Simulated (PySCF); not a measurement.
Compound: C4H7ClO.
Geometry (GFN2-xTB, Å), atoms numbered from 1 in this order:
```
atom  x, y, z in Å
C1     1.893   -0.542   -0.404
O2     0.733   -0.913    0.308
C3    -0.129    0.147    0.543
C4    -1.579   -0.166    0.746
C5    -1.136    0.515   -0.513
Cl6   -1.538    2.205   -0.758
H7     2.483   -1.448   -0.519
H8     1.644   -0.136   -1.391
H9     2.473    0.206    0.149
H10    0.306    0.964    1.116
H11   -1.881   -1.199    0.667
H12   -2.122    0.409    1.479
H13   -1.152   -0.040   -1.440
```

Computed at PBE0/pcSseg-1 (PySCF, non-relativistic), with Q(17O) = −0.0256 b, Q(35Cl) = −0.0817 b: O2, 17O (I = 5/2): χzz = -12.07 MHz, η = 0.987; Cl6, 35Cl (I = 3/2): χzz = -75.98 MHz, η = 0.020.

(1) Find the zero-field quadrupole resonance frequencies of 17O at O2.

(2) Find the zero-field quadrupole resonance frequencies of 35Cl at Cl6.

(3) Apply the simplest Townes–Dailey estimate (no s hybridisation, no π bonding), ionic character = 1 − χzz/χ0, where χ0 is the coupling for one missing p electron along the bond: −109.74 MHz for 35Cl.

Answers

(1) From the eigenvalues of H = χ/[4I(2I − 1)] × [3Iz² − I(I + 1) + η(Ix² − Iy²)], steps between neighbouring levels, labelled as for η = 0: ±1/2↔±3/2 3.164 MHz, ±3/2↔±5/2 3.199 MHz (ether oxygen).

(2) From ν = (|χ|/2)√(1 + η²/3): ν = 37.99 MHz (alkyl chlorine). For 37Cl the ratio of quadrupole moments, 0.7881, gives 29.94 MHz.

(3) Cl6 on C5: 1 − (-75.98)/(-109.74) = 0.31. In this model a purely covalent bond gives χ0 and a free halide ion gives zero; s hybridisation or π bonding, where present, is counted here as ionic character.

In a crystal, neighbours and librations shift these lines. Isolated species at its GFN2-xTB geometry (one conformer only). GFN2-xTB bond lengths can be off by several hundredths of an ångström, more for odd bonds, and the gradients follow them. With so small a basis the couplings can be 20 % off.
